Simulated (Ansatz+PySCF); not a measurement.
The numbers below are computed, except where a source is named.
Several solutions for doublet N2(+)

```yaml
atoms:
  - { symbol: N, position_ang: [0.0000, 0.0000, -0.8044] }
  - { symbol: N, position_ang: [0.0000, 0.0000, 0.8044] }
```

Basis set: STO-3G (spherical functions). Charge 1, multiplicity 2.

PBE0 (unrestricted) was run from several starts with Ansatz (development build ahead of 0.2.0) and PySCF 2.14.0.

| run | program | start | converged | energy (hartree) | <S²> |
| --- | --- | --- | --- | --- | --- |
| A | Ansatz | atomic start, no search | yes | -107.33563 | 0.75 |
| B | Ansatz | search for the lowest state | yes | -107.35368 | 1.41 |
| C | Ansatz | stability test followed | yes | -107.35368 | 1.41 |
| D | PySCF | program defaults | yes | -107.33563 | 0.75 |

(1) Which runs reached the lowest solution of this kind, and what is wrong with the others?

Results:

(1) B, C reached the lowest solution found. Converged but too high: A by 0.49 eV, D by 0.49 eV. Convergence only shows a stationary point, and even a stable one can lie too high; stability tests and further starts are what find lower ones. Caution: the unrestricted determinant is spin contaminated.
